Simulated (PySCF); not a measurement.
# C2HF2 (SMILES [CH]=C(F)F) at UMP2/ANO-RCC-MB (sfX2C)

What is the vertical doublet–quartet gap of C2HF2 at UMP2/ANO-RCC-MB (sfX2C)? Input form: a Python script.

Program for the calculation: PySCF 2.14.0.

### Step 1. Starting point

C2HF2 has 5 atoms, charge 0, and is taken as a doublet. SMILES: `[CH]=C(F)F`. Geometry: relaxed at PBE0-D4/def2-TZVP.

Bond lengths: C1–C2 1.301 Å, C2–F3 1.313 Å, C2–F4 1.320 Å, C1–H5 1.072 Å. Angles: C1–C2–F3 125.0°, C1–C2–F4 125.4°, F3–C2–F4 109.6°, C2–C1–H5 140.6°.

### Step 2. The energy at UMP2/ANO-RCC-MB (sfX2C)

Input file run.py:

```python
from pyscf import gto, scf, mp

molecule = gto.M(
    atom='''
C     -0.053290     1.724753    -0.028157
C      0.309159    -0.691829     0.235460
F      1.972496    -1.722863     1.762170
F     -0.930879    -2.481588    -0.983225
H     -1.203000     3.032066    -1.064672
''',
    spin=1,
    verbose=3,
    basis='ano-rcc-mb',
    unit='bohr',
    max_memory=1860,
)

calc0 = scf.UHF(molecule)
calc0 = calc0.sfx2c1e()
calc0.conv_tol = 1e-10
calc0.kernel()
if not calc0.converged:
    calc0 = calc0.newton().run(calc0.mo_coeff, calc0.mo_occ)

pt = mp.MP2(calc0, frozen=4).run()
e_tot = pt.e_tot
print('Final energy', e_tot)
```

Run with:

```bash
$ OMP_NUM_THREADS=1 python run.py
```

Log:

```text
converged SCF energy = -275.115087282815  <S^2> = 1.0302554  2S+1 = 2.2629675
E(UMP2) = -275.215993247309  E_corr = -0.10090596449326
E(SCS-UMP2) = -275.220436354036  E_corr = -0.105349071220927
Final energy -275.2159932473085
```

It took 3.3 s on 1 thread of AMD EPYC 7R43 (Zen 3), shared host; peak memory 0.14 GiB.

### Step 3. The quartet

Input file calc.py:

```python
from pyscf import gto, scf, mp

mol = gto.Mole()
mol.atom = '''
C     -0.053290     1.724753    -0.028157
C      0.309159    -0.691829     0.235460
F      1.972496    -1.722863     1.762170
F     -0.930879    -2.481588    -0.983225
H     -1.203000     3.032066    -1.064672
'''
mol.spin = 3
mol.charge = 0
mol.max_memory = 1860
mol.basis = 'ano-rcc-mb'
mol.unit = 'bohr'
mol.verbose = 4
mol.build()

hf = scf.UHF(mol)
hf = hf.sfx2c1e()
hf.conv_tol = 1e-10
hf.kernel()
if not hf.converged:
    hf = hf.newton().run(hf.mo_coeff, hf.mo_occ)

pt = mp.MP2(hf, frozen=4).run()
etot = pt.e_tot
print('E(%s) = %.9f' % ('MP2', etot))
```

Run with:

```bash
$ OMP_NUM_THREADS=1 python calc.py
```

Log:

```text
PySCF version 2.14.0

[INPUT] num. atoms = 5
[INPUT] num. electrons = 31
[INPUT] charge = 0
[INPUT] spin (= nelec alpha-beta = 2S) = 3
[INPUT] symmetry False subgroup None
[INPUT] Mole.unit = bohr
[INPUT] Symbol           X                Y                Z      unit          X                Y                Z       unit  Magmom
[INPUT]  1 C     -0.028199853570   0.912699982066  -0.014900042728 AA   -0.053290000000   1.724753000000  -0.028157000000 Bohr   0.0
[INPUT]  2 C      0.163599897351  -0.366100140654   0.124600066083 AA    0.309159000000  -0.691829000000   0.235460000000 Bohr   0.0
[INPUT]  3 F      1.043799931831  -0.911699837137   0.932500205767 AA    1.972496000000  -1.722863000000   1.762170000000 Bohr   0.0
[INPUT]  4 F     -0.492599952924  -1.313199816493  -0.520300263207 AA   -0.930879000000  -2.481588000000  -0.983225000000 Bohr   0.0
[INPUT]  5 H     -0.636600184737   1.604500229205  -0.563400159505 AA   -1.203000000000   3.032066000000  -1.064672000000 Bohr   0.0

nuclear repulsion = 109.97603930638
number of shells = 9
number of NR pGTOs = 172
number of NR cGTOs = 21
basis = ano-rcc-mb
ecp = {}

******** <class 'pyscf.x2c.sfx2c1e.sfX2C1eUHF'> ********
method = sfX2C1eUHF
initial guess = minao
damping factor = 0
level_shift factor = 0
DIIS = <class 'pyscf.scf.diis.CDIIS'>
diis_start_cycle = 1
diis_space = 8
diis_damp = 0
SCF conv_tol = 1e-10
SCF conv_tol_grad = None
SCF max_cycles = 50
direct_scf = True
direct_scf_tol = 1e-13
number electrons alpha = 17  beta = 14

******** <class 'pyscf.x2c.sfx2c1e.SpinFreeX2CHelper'> ********
approx = 1e
xuncontract = 1
Set gradient conv threshold to 1e-05
init E= -276.042328681718
[... the frontier-level lines of each cycle are left out ...]


cycle= 1 E= -274.891414698025  delta_E= 1.15  |g|= 0.309  |ddm|= 2.62
cycle= 2 E= -274.971275810168  delta_E= -0.0799  |g|= 0.0796  |ddm|= 0.556
cycle= 3 E= -274.977965721135  delta_E= -0.00669  |g|= 0.0326  |ddm|= 0.13
cycle= 4 E= -274.979749566675  delta_E= -0.00178  |g|= 0.01  |ddm|= 0.0923
cycle= 5 E= -274.979946525026  delta_E= -0.000197  |g|= 0.0025  |ddm|= 0.0343
cycle= 6 E= -274.979957871307  delta_E= -1.13e-05  |g|= 0.000814  |ddm|= 0.00853
cycle= 7 E= -274.979959071983  delta_E= -1.2e-06  |g|= 0.000219  |ddm|= 0.00282
cycle= 8 E= -274.979959161033  delta_E= -8.91e-08  |g|= 6.84e-05  |ddm|= 0.000761
cycle= 9 E= -274.979959169899  delta_E= -8.87e-09  |g|= 2.21e-05  |ddm|= 0.000235
cycle= 10 E= -274.979959170836  delta_E= -9.37e-10  |g|= 4.48e-06  |ddm|= 8.97e-05
cycle= 11 E= -274.979959170872  delta_E= -3.64e-11  |g|= 1.7e-06  |ddm|= 1.48e-05
Extra cycle  E= -274.979959170877  delta_E= -4.38e-12  |g|= 9.48e-07  |ddm|= 3.31e-06
converged SCF energy = -274.979959170877  <S^2> = 3.770382  2S+1 = 4.0101781

******** <class 'pyscf.mp.ump2.UMP2'> ********
nocc = (np.int64(13), np.int64(10)), nmo = (17, 17)
frozen orbitals 4
E(UMP2) = -275.057392868231  E_corr = -0.0774336973539366
E(SCS-UMP2) = -275.061419408065  E_corr = -0.0814602371883387
E_corr(same-spin) = -0.0132233072727522
E_corr(oppo-spin) = -0.0642103900811844
E(MP2) = -275.057392868
```

It took 3.3 s on 1 thread of AMD EPYC 7R43 (Zen 3), shared host; peak memory 0.14 GiB.

### Step 4. What came out

At UMP2/ANO-RCC-MB (sfX2C), 4 core orbitals frozen:

| quantity | value |
| --- | --- |
| doublet: total energy | -275.21599 Eh |
| doublet: dipole moment (Hartree–Fock density) | 2.27 D |
| doublet: HOMO energy (Hartree–Fock orbitals) (highest over α and β) | -12.75 eV |
| doublet: LUMO energy (Hartree–Fock orbitals) (lowest over α and β) | 1.88 eV |
| doublet: correlation energy (4 core orbitals frozen) | -100.9 mEh |
| doublet: ⟨S²⟩ of the reference determinant | 1.030 |
| quartet: total energy | -275.05739 Eh |
| quartet: dipole moment (Hartree–Fock density) | 2.35 D |
| quartet: HOMO energy (Hartree–Fock orbitals) (highest over α and β) | -9.14 eV |
| quartet: LUMO energy (Hartree–Fock orbitals) (lowest over α and β) | -0.01 eV |
| quartet: correlation energy (4 core orbitals frozen) | -77.4 mEh |
| quartet: ⟨S²⟩ of the reference determinant | 3.770 |
| vertical energy of the quartet above the doublet | 4.316 eV |

In words: At this shape the quartet lies 4.32 eV (416 kJ/mol) above the doublet. In a minimal basis such a difference can be off by several eV, whatever the method. ⟨S²⟩ (doublet) is 1.03 where a pure doublet has 0.75: the reference is spin-contaminated. Mulliken charges (doublet) of the mean-field density run from -0.30 on F3 to +0.49 on C2; they depend strongly on the basis. Mulliken charges (quartet) of the mean-field density run from -0.30 on F4 to +0.49 on C2.
